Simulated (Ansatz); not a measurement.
Molecule: H₂S (charge +1, doublet). 
Coordinates optimised at B3LYP-D3(BJ)/def2-TZVP (Ansatz, an electronic-structure program):
```
S
H 1 1.3640
H 1 1.3640 2 93.09
```
Charge +1, spin multiplicity 2.

Basis-set convergence of Hartree-Fock and CCSD correlation energies (hartree) with Ansatz. Valence correlation only, unless marked. UHF or UKS for open shells. Spin-orbit coupling is left out. No relativistic terms.

| basis | functions | E(HF) | E(corr, CCSD) |
|---|---|---|---|
| def2-SVPD | 43 | -398.23354 | -0.14615 |
| def2-TZVPPD | 85 | -398.36999 | -0.17777 |
| def2-QZVPPD | 145 | -398.38104 | -0.18774 |

Extrapolating the two largest sets (X = 3 and 4) as X^-3: E(corr) = (64·(-0.18774) - 27·(-0.17777))/37 = -0.1950 Eh, an estimate of the basis-set limit. The largest set recovers 96.3 % of it, the smallest 74.9 %.
